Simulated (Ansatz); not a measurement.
Rutile MnF2 was calculated with r²SCAN (Ansatz, a quantum-chemistry and plane-wave program, plane waves, PAW).

Settings: plane-wave cutoff 560 eV, 8×8×10 k mesh (along the axes of the cell as run), Fermi–Dirac smearing 0.01 eV, spin-polarised with opposed moments, scalar-relativistic PAW data made under PBE.

Cell (measured lattice):

```
MnF2
1.0
    4.87380     0.00000     0.00000
    0.00000     4.87380     0.00000
    0.00000     0.00000     3.31070
Mn F
2 4
Cartesian
  0.00000   0.00000   0.00000
  2.43690   2.43690   1.65535
  1.48114   1.48114   0.00000
  3.91804   0.95576   1.65535
  0.95576   3.91804   1.65535
  3.39266   3.39266   0.00000
```
Starting moments (μB, in the order of the record's atoms Mn Mn F F F F): 5.0 -5.0 0.0 0.0 0.0 0.0.

Question: What does this level give for the band gap, smallest direct gap on the k points sampled and magnetic moment (largest site, within a sphere)?

Answer: 
- band gap: 3.00 eV (indirect)
- smallest direct gap on the k points sampled: 3.06 eV
- magnetic moment (largest site, within a sphere): 4.22 μB

Measured, for comparison: band gap 9.9 eV (temperature not stated, no zero-point or thermal correction, the source doubts the polymorph; as tabulated in Das and Bazhirov (2019), arXiv:1808.05325). Computed (rounded) less measured: band gap not scored (a reference that its source doubts or gives as a wide range).

Note: cell and atoms aren't relaxed at this level (pressure -0.8 GPa); without U or exact exchange, gaps and moments of open d shells tend to come out too small.

Moments are spin moments.

The result took very roughly 4 core-minutes.
